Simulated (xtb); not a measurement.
xtb input (GFN1-xTB):

```bash
xtb mol.xyz --gfn 1 --sp --chrg -1 --uhf 0
```
mol.xyz:
```
8

O      0.39958647     1.19705172     0.49062668
C      0.16077201     0.04986817     0.01460440
N      0.99490316    -0.87693290    -0.41154964
C     -1.32751809    -0.33678506    -0.08884436
H     -1.84871721     0.39581689    -0.71352551
H     -1.46283536    -1.33583130    -0.50633873
H     -1.78317322    -0.28964351     0.90550806
H      1.93418841    -0.48672424    -0.28437002
```

Output:

```
           -------------------------------------------------
          |                Calculation Setup                |
           -------------------------------------------------

           -------------------------------------------------
          |                 G F N 1 - x T B                 |
           -------------------------------------------------

        Reference                      10.1021/acs.jctc.7b00118
      * Hamiltonian:
        H0-scaling (s, p, d)           1.850000    2.250000    2.000000
        zeta-weighting                 0.000000
      * Dispersion:
        s8                             2.400000
        a1                             0.630000
        a2                             5.000000
        s9                             0.000000
      * Repulsion:
        kExp                           1.500000
        rExp                           1.000000
      * Coulomb:
        alpha                          2.000000
        third order                    atomic
        anisotropic                    false
      * Halogen bond correction:
        rad-scale                      1.300000
        damping                        0.440000

          ...................................................
          :                      SETUP                      :
          :.................................................:
          :  # basis functions                  24          :
          :  # atomic orbitals                  24          :
          :  # shells                           16          :
          :  # electrons                        24          :
          :  # halogen bonds                     0          :
          :  max. iterations                   250          :
          :  Hamiltonian                  GFN1-xTB          :
          :  restarted?                      false          :
          :  GBSA solvation                  false          :
          :  PC potential                    false          :
          :  electronic temp.          300.0000000     K    :
          :  accuracy                    1.0000000          :
          :  -> integral cutoff          0.2500000E+02      :
          :  -> integral neglect         0.1000000E-07      :
          :  -> SCF convergence          0.1000000E-05 Eh   :
          :  -> wf. convergence          0.2000000E-04 e    :
          :  Broyden damping             0.4000000          :
          :  net charge                         -1          :
          :  unpaired electrons                  0          :
          ...................................................

 iter      E             dE          RMSdq      gap      omega  full diag
   1    -14.5613334 -0.145613E+02  0.821E+00    5.98       0.0  T
   2    -14.6261331 -0.647997E-01  0.484E+00    4.93       1.0  T
   3    -14.6249490  0.118411E-02  0.191E+00    5.40       1.0  T
   4    -14.6299664 -0.501738E-02  0.157E-01    5.10       1.0  T
   5    -14.6300844 -0.117962E-03  0.460E-02    5.14       1.0  T
   6    -14.6300919 -0.750515E-05  0.602E-03    5.13       5.9  T
   7    -14.6300920 -0.141207E-06  0.217E-03    5.13      16.3  T
   8    -14.6300921 -0.482776E-07  0.243E-04    5.13     145.4  T
   9    -14.6300921 -0.409717E-10  0.709E-05    5.13     498.4  T
  10    -14.6300921 -0.410445E-10  0.216E-05    5.13    1640.1  T

   *** convergence criteria satisfied after 10 iterations ***

         #    Occupation            Energy/Eh            Energy/eV
      -------------------------------------------------------------
         1        2.0000           -0.4961595             -13.5012
       ...           ...                  ...                  ...
         6        2.0000           -0.3304949              -8.9932
         7        2.0000           -0.2981910              -8.1142
         8        2.0000           -0.2768782              -7.5342
         9        2.0000           -0.2731446              -7.4326
        10        2.0000           -0.1916698              -5.2156
        11        2.0000           -0.1707099              -4.6453
        12        2.0000           -0.1555324              -4.2323 (HOMO)
        13                          0.0330188               0.8985 (LUMO)
        14                          0.0632226               1.7204
        15                          0.1245421               3.3890
        16                          0.1257585               3.4221
        17                          0.1581532               4.3036
       ...                                ...                  ...
        24                          0.8846845              24.0735
      -------------------------------------------------------------
                  HL-Gap            0.1885512 Eh            5.1307 eV
             Fermi-level           -0.0612568 Eh           -1.6669 eV

 SCC (total)                   0 d,  0 h,  0 min,  0.007 sec
 SCC setup                      ...        0 min,  0.000 sec (  1.915%)
 Dispersion                     ...        0 min,  0.000 sec (  0.859%)
 classical contributions        ...        0 min,  0.000 sec (  0.564%)
 integral evaluation            ...        0 min,  0.002 sec ( 22.775%)
 iterations                     ...        0 min,  0.002 sec ( 30.738%)
 molecular gradient             ...        0 min,  0.003 sec ( 39.387%)
 printout                       ...        0 min,  0.000 sec (  3.516%)

         :::::::::::::::::::::::::::::::::::::::::::::::::::::
         ::                     SUMMARY                     ::
         :::::::::::::::::::::::::::::::::::::::::::::::::::::
         :: total energy             -14.501848820661 Eh    ::
         :: gradient norm              0.024508091271 Eh/a0 ::
         :: HOMO-LUMO gap              5.130738474309 eV    ::
         ::.................................................::
         :: SCC energy               -14.630092051928 Eh    ::
         :: -> electrostatic           0.227426522404 Eh    ::
         :: repulsion energy           0.130107931328 Eh    ::
         :: dispersion energy         -0.001864700061 Eh    ::
         :: halogen bond corr.         0.000000000000 Eh    ::
         :: add. restraining           0.000000000000 Eh    ::
         :: total charge              -1.000000000000 e     ::
         :::::::::::::::::::::::::::::::::::::::::::::::::::::

           -------------------------------------------------
          |                Property Printout                |
           -------------------------------------------------

    * Orbital Energies and Occupations

         #    Occupation            Energy/Eh            Energy/eV
      -------------------------------------------------------------
         1        2.0000           -0.4961595             -13.5012
         2        2.0000           -0.4874447             -13.2640
         3        2.0000           -0.4368855             -11.8883
         4        2.0000           -0.3541320              -9.6364
         5        2.0000           -0.3336670              -9.0795
         6        2.0000           -0.3304949              -8.9932
         7        2.0000           -0.2981910              -8.1142
         8        2.0000           -0.2768782              -7.5342
         9        2.0000           -0.2731446              -7.4326
        10        2.0000           -0.1916698              -5.2156
        11        2.0000           -0.1707099              -4.6453
        12        2.0000           -0.1555324              -4.2323 (HOMO)
        13                          0.0330188               0.8985 (LUMO)
        14                          0.0632226               1.7204
        15                          0.1245421               3.3890
        16                          0.1257585               3.4221
Note: The following floating-point exceptions are signalling: IEEE_DENORMAL
normal termination of xtb
        17                          0.1581532               4.3036
        18                          0.3377439               9.1905
        19                          0.4500431              12.2463
        20                          0.4515144              12.2863
        21                          0.4883128              13.2877
        22                          0.6236507              16.9704
        23                          0.6961374              18.9429
        24                          0.8846845              24.0735
      -------------------------------------------------------------
                  HL-Gap            0.1885512 Eh            5.1307 eV
             Fermi-level           -0.0612568 Eh           -1.6669 eV

  Mulliken/CM5 charges         n(s)   n(p)   n(d)
     1O    -0.72477 -0.76568   1.758  4.967  0.000
     2C     0.44177  0.53614   0.981  2.577  0.000
     3N    -0.69714 -0.96792   1.560  4.137  0.000
     4C    -0.12776 -0.26267   1.016  3.112  0.000
     5H    -0.00989  0.04405   1.010  0.000  0.000
     6H    -0.01452  0.04130   1.015  0.000  0.000
     7H    -0.00989  0.04405   1.010  0.000  0.000
     8H     0.14218  0.33074   0.858  0.000  0.000

Wiberg/Mayer (AO) data.
largest (>0.10) Wiberg bond orders for each atom

 ---------------------------------------------------------------------------
     #   Z sym  total        # sym  WBO       # sym  WBO       # sym  WBO
 ---------------------------------------------------------------------------
     1   8 O    1.741 --     2 C    1.424     3 N    0.215
     2   6 C    3.935 --     3 N    1.559     1 O    1.424     4 C    0.942
     3   7 N    2.806 --     2 C    1.559     8 H    0.978     1 O    0.215
     4   6 C    3.974 --     6 H    0.990     7 H    0.983     5 H    0.983
                             2 C    0.942
     5   1 H    1.020 --     4 C    0.983
     6   1 H    1.023 --     4 C    0.990
     7   1 H    1.020 --     4 C    0.983
     8   1 H    1.013 --     3 N    0.978
 ---------------------------------------------------------------------------

Topologies differ in total number of bonds
Writing topology from bond orders to xtbtopo.mol

 dipole moment from electron density (au)
     X       Y       Z
  -0.8478  -0.3125  -0.0980  total (Debye):    2.310

           -------------------------------------------------
          | TOTAL ENERGY              -14.501848820661 Eh   |
          | GRADIENT NORM               0.024508091271 Eh/α |
          | HOMO-LUMO GAP               5.130738474309 eV   |
           -------------------------------------------------

------------------------------------------------------------------------
------------------------------------------------------------------------
 total:
 SCF:
```

It need not be the lowest isomer of its formula. Whether it binds its extra electron was not tested at this geometry.
